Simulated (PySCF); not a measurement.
C4H4F2.
Atom-mapped SMILES: `[F:1][C:2]1=[CH:3][CH2:4][C@H:5]1[F:6]` (hydrogens: H7 on C3; H8, H9 on C4; H10 on C5)

The same species was optimised twice, with GFN2-xTB and with PBE0-D3(BJ)/def2-SVP (PySCF), and the same property calculations (PySCF, gas phase) were run on both structures.

```
  coordinate  GFN2-xTB  PBE0-D3(BJ)/def2-SVP  change
   F1–C2 (Å)     1.331                 1.315  -0.016
   C2=C3 (Å)     1.327                 1.337  +0.010
   C2–C5 (Å)     1.504                 1.497  -0.007
   C3–C4 (Å)     1.511                 1.517  +0.006
   C5–F6 (Å)     1.368                 1.364  -0.004
   C4–C5 (Å)     1.554                 1.554   0.000
C4–C5–F6 (°)     114.7                 116.1    +1.4
C2–C3–C4 (°)      93.1                  92.2    -0.9
C2–C5–F6 (°)     116.7                 117.3    +0.6
C3–C2–C5 (°)      95.5                  95.9    +0.4
F1–C2–C5 (°)     130.0                 129.7    -0.3
C3–C4–C5 (°)      86.4                  86.6    +0.2
F1–C2–C3 (°)     134.5                 134.3    -0.2
C2–C5–C4 (°)      84.9                  84.9     0.0
```

Rotational constants: A = 5295, B = 3643, C = 2336 MHz (GFN2-xTB) against A = 5235, B = 3703, C = 2336 MHz (PBE0-D3(BJ)/def2-SVP). Point groups within 0.08 Å: C1 and C1.

On the GFN2-xTB structure: lowest singlet, TDDFT (eV) 6.95 [PBE0/def2-SVPD]; lowest triplet, Tamm–Dancoff (eV) 4.36 [PBE0/def2-SVPD]; isotropic polarisability (au) 45.8 [PBE0/def2-SVPD]; HOMO (eV) -7.79 [PBE0/def2-SVPD]; LUMO (eV) -0.21 [PBE0/def2-SVPD]; dipole (D) 2.47 [PBE0/def2-SVPD]; HOMO (eV) -7.72 [PBE0/pcSseg-1]; LUMO (eV) -0.04 [PBE0/pcSseg-1]; dipole (D) 2.31 [PBE0/pcSseg-1]; GIAO shielding of F1 (ppm) 262.9 [PBE0/pcSseg-1]; GIAO shielding of C2 (ppm) 23.4 [PBE0/pcSseg-1]; GIAO shielding of C3 (ppm) 70.2 [PBE0/pcSseg-1]; GIAO shielding of C4 (ppm) 156.2 [PBE0/pcSseg-1]; GIAO shielding of C5 (ppm) 92.9 [PBE0/pcSseg-1]; GIAO shielding of F6 (ppm) 376.4 [PBE0/pcSseg-1].

Question: What do these properties become on the PBE0-D3(BJ)/def2-SVP structure?

Answer: 
```
                                    property           level  on GFN2-xTB  on PBE0-D3(BJ)/def2-SVP  change
                  lowest singlet, TDDFT (eV)  PBE0/def2-SVPD         6.95                     6.86   -0.09
           lowest triplet, Tamm–Dancoff (eV)  PBE0/def2-SVPD         4.36                     4.27   -0.09
               isotropic polarisability (au)  PBE0/def2-SVPD         45.8                     46.3    +0.5
                                   HOMO (eV)  PBE0/def2-SVPD        -7.79                    -7.70   +0.09
                                   LUMO (eV)  PBE0/def2-SVPD        -0.21                    -0.22   -0.01
                                  dipole (D)  PBE0/def2-SVPD         2.47                     2.40   -0.07
energy, GFN2-xTB geometry as zero (kcal/mol)  PBE0/def2-SVPD          0.0                     -0.6    -0.6
                                   HOMO (eV)   PBE0/pcSseg-1        -7.72                    -7.64   +0.08
                                   LUMO (eV)   PBE0/pcSseg-1        -0.04                    -0.05   -0.01
                                  dipole (D)   PBE0/pcSseg-1         2.31                     2.23   -0.08
energy, GFN2-xTB geometry as zero (kcal/mol)   PBE0/pcSseg-1          0.0                     -0.3    -0.3
                  GIAO shielding of F1 (ppm)   PBE0/pcSseg-1        262.9                    263.2    +0.3
                  GIAO shielding of C2 (ppm)   PBE0/pcSseg-1         23.4                     22.6    -0.8
                  GIAO shielding of C3 (ppm)   PBE0/pcSseg-1         70.2                     71.3    +1.1
                  GIAO shielding of C4 (ppm)   PBE0/pcSseg-1        156.2                    153.4    -2.8
                  GIAO shielding of C5 (ppm)   PBE0/pcSseg-1         92.9                     95.2    +2.3
                  GIAO shielding of F6 (ppm)   PBE0/pcSseg-1        376.4                    375.7    -0.7
```

The heavy atoms differ by 0.024 Å rms after alignment. Among bonds between heavy atoms F1–C2 changes most (-0.016 Å). Changes are differences of the printed values. Neither structure is proved a minimum here.
